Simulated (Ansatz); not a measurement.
The same path of ClFH2Si (5 atoms, charge 0, multiplicity 1) was run twice with different band settings. Lost on the way: Si1–Cl2, Si1–H3. Made: Cl2–H3.

Theory: Ansatz, RKS BLYP-D4/def2-SVP.

Relaxed end points:

```xyz
5
Properties=species:S:1:pos:R:3
Si 0.300 0.019 0.094
Cl 0.672 0.000 2.136
H 1.599 -0.025 -0.638
H -0.524 1.216 -0.241
F -0.556 -1.316 -0.297
```

```xyz
5
Properties=species:S:1:pos:R:3
Si -0.325 0.193 -0.836
Cl 1.470 0.201 1.414
H 2.486 -0.299 0.769
H -1.139 1.076 0.162
F -1.001 -1.276 -0.454
```

Common settings: movable images 7; climbing image yes; spring 5.0 eV/Å²; optimiser quadratic models (default); start path through a guess of the saddle point; iteration limit 60; end points relaxed.

| run | force threshold |
| --- | --- |
| 1 | 0.05 eV/Å |
| 2 | 0.5 eV/Å |

Question: What does each run give, and how far can it be trusted?

Answer: Run 1: converged after 10 iterations, highest image 2.754 eV above the first end. Neighbouring images differ by up to 1.2 eV, so the band resolves the path poorly. A vibrational analysis at the climbing image gives one clearly imaginary mode, 447i cm⁻¹: a first-order saddle point.
Run 2: converged after 6 iterations, highest image 2.768 eV above the first end. The threshold of 0.5 eV/Å is loose, so the images may lie well off the minimum-energy path. Neighbouring images differ by up to 1.2 eV, so the band resolves the path poorly. The order of the stationary point at the top wasn't checked.
The orbitals stay closed-shell, which can raise the energy where a bond breaks towards radicals; this wasn't checked here.
